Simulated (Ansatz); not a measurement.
Reaction (SMILES): OO (H2O2) [hydrogen peroxide] -> 2 [OH] (HO) (the O-O bond breaks)

Wanted: bond dissociation energy (enthalpy at 298 K), in kcal/mol. Terms: open shells spin-unrestricted; non-relativistic; six Cartesian d functions in 6-31G* and its kin unless marked 5d; dispersion terms only where a functional's name holds one; no spin-orbit coupling; LANL2DZ all-electron up to Ne; valence correlation only; 6-311+G** with 5d. Basis-set limits of correlation are two-point, X^-3; Hartree-Fock from the larger set. Ab initio and DFT rows: single points at B3LYP-D3(BJ) geometries (Ansatz, an electronic-structure program), with unscaled harmonic terms from B3LYP/6-31G* at its own minima.

Measured values: Active Thermochemical Tables 1.112 (ions: stationary electron), as tabulated in the package chemicals; G2/97 table in ASE (Curtiss et al.), the entry of HO doubted and unchecked; they hold spin-orbit and core effects, anharmonicity. 

Value to compare with, the measured value: 51.2 kcal/mol.

```tsv
level	program	bond dissociation energy (enthalpy at 298 K) (kcal/mol)	error
PBE/STO-3G	Ansatz	83.0	31.8
PBE/3-21G	Ansatz	63.9	12.7
PBE/LANL2DZ	Ansatz	52.3	1.1
PBE/6-31G*	Ansatz	61.7	10.5
PBE/def2-SVP	Ansatz	62.5	11.3
PBE/6-311+G**	Ansatz	55.4	4.2
PBE/def2-TZVPD	Ansatz	57.5	6.3
CCSD(T)/CBS(def2-TZVPPD,def2-QZVPPD)	Ansatz	49.8	-1.4
```

Among the 6 habitual levels, PBE/STO-3G lies farthest from the measured value (31.8 kcal/mol) and PBE/LANL2DZ nearest (1.1); 6 of 6 lie above it, and their mean absolute error is 11.9 kcal/mol, the median 10.9. One case shows no general order.

The sets are all those run for this method; runs whose electronic state is in doubt are left out.
